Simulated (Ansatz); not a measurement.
**BH2O (SMILES B[O]) at UCCSD(T)/STO-3G**

Aim: the vertical doublet–quartet gap of BH2O at UCCSD(T)/STO-3G, from 2 runs. 

Program for the calculation: Ansatz 0.2.0.

55 further runs of the same task are left out: 55 set aside as unsound or not needed.

## Step 1: Starting point

BH2O has 4 atoms, charge 0, and is taken as a doublet. SMILES: `B[O]`. Geometry: relaxed at PBE0-D4/def2-TZVP.

Bond lengths: B1–O2 1.281 Å, B1–H3 1.211 Å, B1–H4 1.211 Å. Angles: O2–B1–H3 119.9°, O2–B1–H4 119.9°, H3–B1–H4 120.2°.

## Step 2: A single-point energy at UCCSD(T)/STO-3G

Contents of molecule.yaml:

```yaml
basis:
  gaussian: {orbitals: STO-3G}
crystal:
  periodic: [false, false, false]
  atoms:
    - symbol: B
      position_ang: [-0.001100, -0.010300, -0.015100]
    - symbol: O
      position_ang: [1.025300, -0.340800, 0.676900]
    - symbol: H
      position_ang: [-1.052600, -0.587700, 0.151600]
    - symbol: H
      position_ang: [0.083900, 0.878500, -0.833600]
scf: {omitted_lower_state_checks: [cluster_reference, increment]}
correlation: {method: ccsd_t, frozen_orbitals: {B: 1, H: 0, O: 1}}
magnetization: {spin_polarized: true, initial_magnetization: 1}
accuracy: high
```

On the command line:

```
$ ansatz run molecule.yaml --threads 1 --pin off --max-ram 2610MiB --events-out events.jsonl --progress --plain --runs-dir runs
```

What it wrote, shortened:

```text
Warning: RAYON_NUM_THREADS=1 ignored (pool sized by the plan → 1); use --threads N
Functional definition: HF
  name "HF"
[...]
187 factors; integrals over basis functions are off by at most 2.1e-8 eV
[...]
mean field -2704.42094754 eV, -99.3856366996 hartree, gradient 2.0e-8 eV, S^2 0.768556; 2 other end points of the search recorded, 0 dependent functions left out
2 core orbitals not correlated: weight in the atoms' cores, before any rotation towards them, 1.000 or more for the frozen orbitals, at most 0.000 for the correlated occupied ones
reference -2704.42094754 eV, -99.3856366996 hartree; 6, 5 occupied and 4, 5 virtual orbitals, 187 factors
second order -1.76442147 eV of doubles, -0.00000000 eV of singles
cycle   1  -2.08347921 eV  change   -3.2e-1 eV  update   7.5e-2
[...]
cycle  24  -2.48031190 eV  change  -6.2e-10 eV  update  2.9e-10
perturbative correction -0.08095267 eV, -0.0029749559 hartree
Total energy: -2706.98221211 eV, -99.4797614365 hartree
Checks for a lower state left out: cluster_reference, increment
```

Run time: 0.2 s. Hardware: 1 thread of Arm Neoverse V2, shared host.

## Step 3: The quartet at the same level

Contents of job.yaml:

```yaml
crystal:
  periodic: [false, false, false]
  atoms:
    - {symbol: B, position_ang: [-0.001100, -0.010300, -0.015100]}
    - {symbol: O, position_ang: [1.025300, -0.340800, 0.676900]}
    - {symbol: H, position_ang: [-1.052600, -0.587700, 0.151600]}
    - {symbol: H, position_ang: [0.083900, 0.878500, -0.833600]}
basis:
  gaussian:
    orbitals: STO-3G
correlation:
  method: ccsd_t
  frozen_orbitals: {B: 1, H: 0, O: 1}
magnetization:
  spin_polarized: true
  initial_magnetization: 3
accuracy: high
scf:
  omitted_lower_state_checks: [cluster_reference, increment]
```

On the command line:

```
$ ansatz run job.yaml --threads 1 --pin off --max-ram 2610MiB --events-out events.jsonl --progress --plain --runs-dir runs
```

What it wrote, shortened:

```text
Warning: RAYON_NUM_THREADS=1 ignored (pool sized by the plan → 1); use --threads N
Functional definition: HF
  name "HF"
[...]
187 factors; integrals over basis functions are off by at most 2.1e-8 eV
[...]
mean field -2697.58598797 eV, -99.1344565685 hartree, gradient 7.6e-9 eV, S^2 3.756823; 0 other end points of the search recorded, 0 dependent functions left out
2 core orbitals not correlated: weight in the atoms' cores, before any rotation towards them, 1.000 or more for the frozen orbitals, at most 0.000 for the correlated occupied ones
reference -2697.58598797 eV, -99.1344565685 hartree; 7, 4 occupied and 3, 6 virtual orbitals, 187 factors
second order -1.09494762 eV of doubles, -0.00000000 eV of singles
cycle   1  -1.45734698 eV  change   -3.6e-1 eV  update   5.4e-2
[...]
cycle  22  -1.77172531 eV  change   3.7e-10 eV  update  3.2e-10
perturbative correction -0.01810586 eV, -0.0006653781 hartree
Total energy: -2699.37581914 eV, -99.2002316507 hartree
Checks for a lower state left out: cluster_reference, increment
```

Wall time 0.12 s (1 thread of Arm Neoverse V2, shared host).

## Step 4: Summary of results

Level: UCCSD(T)/STO-3G, 2 core orbitals frozen.

| quantity | value |
| --- | --- |
| doublet: total energy | -99.47976 Eh |
| doublet: correlation energy (2 core orbitals frozen) | -94.1 mEh |
| doublet: (T) correction | -2.97 mEh |
| doublet: ⟨S²⟩ of the reference determinant | 0.769 |
| doublet: T1 diagnostic | 0.034 |
| quartet: total energy | -99.20023 Eh |
| quartet: correlation energy (2 core orbitals frozen) | -65.8 mEh |
| quartet: (T) correction | -0.67 mEh |
| quartet: ⟨S²⟩ of the reference determinant | 3.757 |
| quartet: T1 diagnostic | 0.020 |
| vertical energy of the quartet above the doublet | 7.606 eV |

**Reading.** At this shape the quartet lies 7.61 eV (734 kJ/mol) above the doublet. In a minimal basis such a difference can be off by several eV, whatever the method. The triples (doublet) make up 3.2 % of the correlation energy. The triples (quartet) make up 1.0 % of the correlation energy.
